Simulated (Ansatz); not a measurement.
The parent structure is ZrC in the rock salt structure (space group Fm-3m, No. 225).

```cif
data_CZr
_chemical_formula_sum 'Zr1 C1'
_space_group_name_H-M_alt 'P 1'
_space_group_IT_number 1
_cell_length_a 3.32963
_cell_length_b 3.32963
_cell_length_c 3.32963
_cell_angle_alpha 60.000
_cell_angle_beta 60.000
_cell_angle_gamma 60.000
loop_
_space_group_symop_operation_xyz
  'x, y, z'
loop_
_atom_site_label
_atom_site_type_symbol
_atom_site_fract_x
_atom_site_fract_y
_atom_site_fract_z
_atom_site_occupancy
Zr1 Zr 0.00000 0.00000 0.00000 1
C1 C 0.50000 0.50000 0.50000 1
```

Calculations: PBE (Ansatz, an electronic-structure program; PAW; 420 eV plane waves; scalar-relativistic without spin-orbit coupling).

Perturbation: full substitution Zr → Hf, then cell and atoms are relaxed.

Measured lattice parameter a: ZrC 4.696 Å (temperature not stated; as listed in Guo-Xu Zhang et al., New Journal of Physics (2018)); HfC 4.638 Å (temperature not stated; as listed in Guo-Xu Zhang et al., New Journal of Physics (2018)).

**Question.** How well does PBE reproduce the measured shift?

**Answer.** With PBE the lattice parameter a moves by -0.057 Å (4.709 → 4.651) against -0.058 Å measured.

Stability against distortions was not tested. All final runs are without spin polarisation.
